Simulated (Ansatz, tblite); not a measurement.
Forces on BMe2H (C2H7B) at its PBE-D4/def2-TZVP geometry. The state is a singlet with charge 0.

The xTB rows come from tblite.

GFN1-xTB (tblite), largest force 0.58 eV/Å:

```xyz
10
positions Å, forces eV/Å
B     0.291   -0.459   -0.166    0.186   -0.290   -0.108
C     1.097    0.786    0.323    0.299    0.142    0.473
C    -1.268   -0.511   -0.227   -0.403   -0.018   -0.406
H     1.421    0.543    1.356   -0.149    0.123   -0.354
H     0.524    1.723    0.385    0.169   -0.285   -0.101
H     2.034    0.956   -0.230   -0.372   -0.023    0.061
H    -1.531   -0.412   -1.301    0.077    0.019    0.395
H    -1.789    0.298    0.304    0.186   -0.274   -0.094
H    -1.689   -1.484    0.070    0.176    0.334    0.036
H     0.909   -1.440   -0.514   -0.171    0.272    0.097
```

GFN2-xTB (tblite), largest force 0.94 eV/Å:

```
B 0.483 -0.761 -0.274
C 0.289 0.231 0.468
C -0.469 0.018 -0.358
H -0.145 0.178 -0.416
H 0.285 -0.327 -0.081
H -0.417 0.030 0.148
H 0.047 0.007 0.473
H 0.160 -0.377 -0.163
H 0.129 0.426 -0.001
H -0.362 0.575 0.205
```

PBE-D4/def2-TZVP (Ansatz), largest force 0.00 eV/Å:

```
B 0.000 0.000 0.000
C -0.001 0.001 0.000
C -0.001 0.000 -0.001
H 0.001 -0.001 -0.001
H 0.000 0.000 0.000
H -0.001 0.000 0.000
H 0.000 0.000 0.001
H 0.000 -0.001 0.000
H 0.000 0.000 -0.001
H 0.000 0.000 0.001
```
